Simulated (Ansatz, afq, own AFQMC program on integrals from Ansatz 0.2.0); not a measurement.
# Atomization energy of SiNH₂, doublet, worked out

```xyz
4

Si    0.0000   -0.1221    0.5333
N     0.0000    0.1881   -1.0305
H     0.0000    1.1726    1.3200
H     0.0000   -0.3847   -1.8594
```

Connectivity, by distances: SiH–NH.

Basis cc-pVDZ. Only valence electrons are correlated. AFQMC by an in-house program on the Cholesky factors that Ansatz 0.2.0 writes for its CCSD(T) run. ph-AFQMC/CISD is guided by a CISD state made of CCSD amplitudes; releasing the constraint for a short imaginary time cuts its bias at the price of noise, slowly where states lie close. Uncertainties: one standard error, sampling alone.

Total energies in eV. CBS is CCSD(T) at the limit of def2-TZVPP/QZVPP (extrapolated itself); the highest rung of each member is named.

Cautions: SiNH₂ (doublet): strong correlation (T1 0.051, weight of the determinant 0.83, largest double 0.09), unrestricted determinant slightly spin contaminated (⟨S²⟩ 0.83 against 0.75), its ph-AFQMC/CISD value lies 88 ± 23 meV above CCSDT(Q).

```
        member  count  CCSD(T)/cc-pVDZ  highest rung in cc-pVDZ     which  CCSD(T)/CBS
  Si (triplet)     +1       -7861.7800               -7861.7922       FCI   -7862.5000
   N (quartet)     +1       -1482.4355               -1482.4402       FCI   -1483.8573
   H (doublet)     +2         -13.5861                 -13.5861       FCI     -13.6059
SiNH₂, doublet     -1       -9381.1730               -9381.2638  CCSDT(Q)   -9385.1038
```

Question: Work out the best estimate of the atomization energy: the CCSD(T)/CBS difference plus the step from CCSD(T) to the highest rung.

Answer: Sums with the counts: CCSD(T)/CBS 11.5347 eV, highest rung 9.8592 eV, CCSD(T)/cc-pVDZ 9.7853 eV. The step is 9.8592 − 9.7853 = 0.0739 eV, so the best estimate is 11.5347 + (0.0739) = 11.6086 eV = 1120.1 kJ/mol. The basis set is worth 1.749 eV of it. Zero-point, core-correlation and spin–orbit terms aren't in it. Past Ne the Hartree–Fock part of each CBS total tends to overshoot, since the cores don't follow the formula; that largely cancels in the difference.

Best estimates are given only where the step beyond CCSD(T) is under 0.3 eV and no member's determinant is very poor (T1 over 0.05, or 0.07 for open shells, ⟨S²⟩ too high by 0.3, two states mixed), so the hardest cases are missing from such tables.

CCSDT and higher add their correlation energy to the determinant of the CCSD(T) run, since their own runs factorise the integrals more tightly (a shift of under 2 meV). Each member of a difference takes its own highest rung, so a best estimate needn't equal the limit plus the step of one row.
